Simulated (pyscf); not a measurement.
HO–B(Cl)–Cl (SMILES OB(Cl)Cl) + SiH₄ (SMILES [SiH4]) → H₃Si–O–B(Cl)–Cl (SMILES [SiH3]OB(Cl)Cl) + H₂ (SMILES [H][H]) (four-centre exchange; singlet surface; H–O, H–Si broken, O–Si, H–H formed). Single points on ωB97X-D3(BJ)/def2-SVP structures (PySCF, gas phase). Rate constants from transition-state theory, ωB97M-D3(BJ)/def2-TZVP energies (ideal gas, 1 atm, RRHO with modes under 100 cm⁻¹ raised to 100, one conformer, R ln 2 for chiral ones without a mode under 150 cm⁻¹; no tunnelling), k in cm³ molecule⁻¹ s⁻¹.

| T (K) | 1000/T | log10 k |
|---|---|---|
| 298 | 3.354 | -42.52 |
| 600 | 1.667 | -27.21 |
| 900 | 1.111 | ? |
| 1200 | 0.833 | -19.20 |

### Question
Fit an Arrhenius line to the three values, give the activation energy, and predict k at 900 K.

### Answer
Least squares gives log10 k = -11.64 − 9.23 × 1000/T, so Ea = 9.23 × ln 10 × 1.987 = 42.2 kcal/mol, against an electronic barrier of 41.7. At 900 K the line gives -21.90; the computed value is -21.95 (ΔG‡ = 67.2 kcal/mol), close to the line. This is the saddle that the search found; another between the same sides may lie lower.
